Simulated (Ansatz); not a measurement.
Two isomers of C4H4O2: A = `C=C1OCC1=O`, B = `C#CCOC=O`.

Isolated molecules relaxed with PBE0-D4/def2-TZVP in Ansatz; ΔE leaves out vibrations. CCSD(T)/CBS is the MP2 limit (def2-TZVPP, def2-QZVPP) plus CCSD(T) − MP2 in def2-TZVPP, frozen cores. Functionals use def2-TZVPP. B3LYP here is the variant with VWN-RPA as its local correlation; programs differ in this. One conformer a species, not always the lowest.

A:

```xyz
10

C     0.150   -0.333    1.842
C    -0.023   -0.036    0.565
O    -0.893    0.854   -0.029
C    -0.431    0.552   -1.368
C     0.550   -0.447   -0.751
O     1.382   -1.198   -1.148
H    -0.430    0.138    2.625
H     0.896   -1.071    2.104
H    -1.220    0.120   -1.987
H     0.019    1.420   -1.853
```

B:

```xyz
10

C    -1.8946   -0.4537   -1.3306
C    -1.0856    0.1444   -0.6792
C    -0.1158    0.8834    0.1079
O     0.3994    0.1043    1.1965
C     1.4474   -0.6730    0.9080
O     1.9902   -0.7563   -0.1518
H    -2.6063   -0.9905   -1.9125
H     0.7100    1.2140   -0.5260
H    -0.5844    1.7508    0.5741
H     1.7396   -1.2235    1.8137
```

Task: Which isomer does CCSD(T)/CBS put lower? Give the gap. (Best estimate.)

Result: Ansatz gave: A, by 2.4 kcal/mol.

Task: Give E(B) − E(A) in kcal/mol with CCSD(T)/def2-TZVPP, CCSD/def2-TZVPP, B3LYP, B3LYP-D4, PBE-D4, B2PLYP, MP2/def2-TZVPP. (An estimate is asked.)

Result: Ansatz gave: CCSD(T)/def2-TZVPP 2.9, CCSD/def2-TZVPP 2.3, B3LYP 4.0, B3LYP-D4 4.4, PBE-D4 9.6, B2PLYP 2.1, MP2/def2-TZVPP 0.7. None reverses the order clearly.

Largest T1 diagnostic: 0.015.

In def2-TZVPP, CCSD(T) changes the Hartree–Fock value by +3.6 kcal/mol (the triples alone add +0.5 kcal/mol) and MP2 by +1.4 kcal/mol.
